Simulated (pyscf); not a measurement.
Single points on ωB97X-D3(BJ)/def2-SVP structures (PySCF, gas phase).

Estimate the classical barrier height and the reaction energy of H₂N–Si(NH₂)(NH₂)–NH₂ + H atom (H•) -> ammonia (NH₃) + H₂N–Si•(NH₂)–NH₂ at ωB97M-D3(BJ)/def2-TZVP. The step runs on the doublet surface, breaks N–Si and forms H–N; take the separated reactants as zero.

ΔE‡ = 19.1 kcal/mol, ΔE = +3.6 kcal/mol. Zero-point energy shifts the barrier by +1.7 kcal/mol. It is a substitution at N, with an imaginary mode of 1328i cm⁻¹. On the product side the descent ends in a complex (not fully relaxed), 5.1 kcal/mol under the separated species and 24.0 kcal/mol under the saddle at ωB97X-D3(BJ)/def2-TZVP. At ωB97X-D3(BJ) the barrier from the zero used here is 22.4 kcal/mol. Abstraction by the radical was not located in this set and often lies lower. This is the saddle that the search found; another between the same sides may lie lower. The angle at the attacked N is 124°.
